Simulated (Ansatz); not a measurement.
Molecule: triplet methylene, CH2, net charge 0, triplet state. SMILES: [CH2]
Structure (B3LYP-D3(BJ)/def2-TZVP (Ansatz, a program for electronic structure) minimum search):
```xyz
3

C      0.0094     0.0032     0.1026
H     -0.0192     0.9863    -0.3393
H     -0.0373    -1.0052    -0.2764
```
Charge 0, spin multiplicity 3.

Atomisation energy built up term by term with Ansatz (kcal/mol; UHF references for open shells; valence terms freeze the core; atomic spin-orbit terms are left out). CBS marks a two-point X^-3 extrapolation of the correlation energy; Hartree-Fock from the larger set (for Q and 5 zeta extrapolated as (X+1)exp(-9√X)).

```csv
term,basis,kcal/mol
Hartree-Fock,"CBS(cc-pVQZ,cc-pV5Z)",(withheld)
CCSD correlation,"CBS(cc-pVQZ,cc-pV5Z)",(withheld)
(T),"CBS(cc-pVQZ,cc-pV5Z)",1.00
CCSDT - CCSD(T),cc-pVDZ,0.04
(Q),cc-pVDZ,0.03
core correlation,cc-pwCVTZ,0.74
scalar relativity (X2C),cc-pVTZ-DK against cc-pVTZ,-0.15
sum: De,,(withheld)
```

Problem. Some entries are withheld; supply them.

Solution. 
- Hartree-Fock, kcal/mol: 155.02
- CCSD correlation, kcal/mol: 33.91
- sum: De, kcal/mol: 190.6
